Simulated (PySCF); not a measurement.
Method: PBE-D3(BJ)/def2-TZVP // CAM-B3LYP-D3(BJ)/def2-TZVP (PySCF). Gas-phase values, no solvent. Excitations are Tamm–Dancoff values on a coarser integration grid. The basis has no diffuse functions, so Rydberg states are missing or too high.

Reference species (SMILES): `Cl[Si](Cl)(Cl)Cl` (neutral, multiplicity 1).

- HOMO–LUMO gap: 6.51 eV
- dipole moment: 0.00 D
- T1 excitation (TDA): 6.35 eV

Changed species: `[SiH3]Cl` (3 of 4 Cl replaced by H; the reference has 0 of 4 Cl replaced by H).

Problem. Predict the effect on the HOMO–LUMO gap, dipole moment and T1 excitation (TDA).

Solution. the HOMO–LUMO gap rises by 0.17 eV, to 6.68 eV; the dipole moment goes up by 1.19 D, to 1.19 D; the T1 excitation (TDA) rises by 0.10 eV, to 6.45 eV.
